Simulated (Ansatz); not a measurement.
# Other spins and charges of ZnH, doublet at one geometry

Geometry (PBE0/def2-TZVP stationary point for this spin):

```xyz
2

Zn    0.0000    0.0000    0.0000
H     0.0000    0.0000    1.6172
```

Basis def2-SVP; Ansatz 0.2.0. Only valence electrons are correlated (noble-gas cores frozen). R marks a restricted (for open shells ROHF) determinant, U an unrestricted one. Active spaces: valence = (13e, 7o) chosen from the atoms' valence shells. No spin–orbit coupling is included, and no scalar relativity. The metal's outer-core shells are frozen, which leaves out core–valence correlation.

Gaps are energies of the second state less the first, at fixed atoms, for a selection of the levels run; each method lands on the state that its own search finds for that charge and spin.

For open shells CISD is restricted-active-space CI with the open shells as a complete middle space.

Quartet less doublet: 6.801 eV at UCCSDTQ.

| level | gap (eV) | error (meV) |
| --- | --- | --- |
| UHF | 6.006 | -795 |
| UMP2 | 6.574 | -227 |
| CISD | 6.597 | -204 |
| UCCSD | 6.784 | -17 |
| UCCSD(T) | 6.802 | 1 |
| UCCSDT | 6.799 | -2 |
| UCCSDT(Q) | 6.802 | 1 |
| PBE | 6.891 | 90 |
| r2SCAN | 6.634 | -167 |
| PBE0 | 6.801 | 0 |
| B3LYP | 7.134 | 333 |
| wB97M-V | 7.103 | 302 |
| B2PLYP | 6.986 | 185 |
| RPA-PBE | 6.841 | 40 |

Removing an electron, to the singlet: 7.237 eV at UCCSDTQ.

| level | gap (eV) | error (meV) |
| --- | --- | --- |
| UHF | 7.070 | -167 |
| UMP2 | 7.233 | -4 |
| CISD | 7.192 | -45 |
| UCCSD | 7.220 | -17 |
| UCCSD(T) | 7.233 | -4 |
| UCCSDT | 7.239 | 2 |
| UCCSDT(Q) | 7.235 | -2 |
| CASSCF (valence space) | 6.336 | -901 |
| NEVPT2 (valence space) | 6.874 | -363 |
| MRCISD (valence space) | 7.013 | -224 |
| MRCISD+Q (valence space) | 7.153 | -84 |
| PBE | 7.562 | 325 |
| r2SCAN | 7.696 | 459 |
| PBE0 | 7.570 | 333 |
| B3LYP | 7.708 | 471 |
| wB97M-V | 7.420 | 183 |
| B2PLYP | 7.477 | 240 |
| RPA-PBE | 7.373 | 136 |

Problem. PBE gives 11.063 eV for removing an electron, to the triplet. Estimate what UCCSDTQ gives in def2-SVP.

Solution. UCCSDTQ in def2-SVP gives 10.622 eV, so against it PBE is off by 0.441 eV, of which a good part can be the reference's own basis and frozen-core error.

```tsv
level	gap (eV)	error (meV)
UHF	9.596	-1026
UMP2	10.388	-234
CISD	10.381	-241
CASSCF (valence space)	9.540	-1082
NEVPT2 (valence space)	10.217	-405
r2SCAN	10.980	358
PBE0	10.941	319
B3LYP	11.225	603
wB97M-V	11.158	536
RPA-PBE	10.757	135
```

In so small a basis the reference is far from its limit while semilocal and hybrid functionals are nearer theirs (RPA and double hybrids share part of the reference's basis error), so the functionals' errors here hold much of the reference's basis and frozen-core error, which can add to them or hide them.

Full CI isn't at hand for all of this; UCCSDTQ serves as the reference, and is uncertain by the last step of the cluster series or more. The frozen core follows each run's orbitals, which can shift R against U totals by a few meV for light atoms and by up to 0.1 eV past Ca.
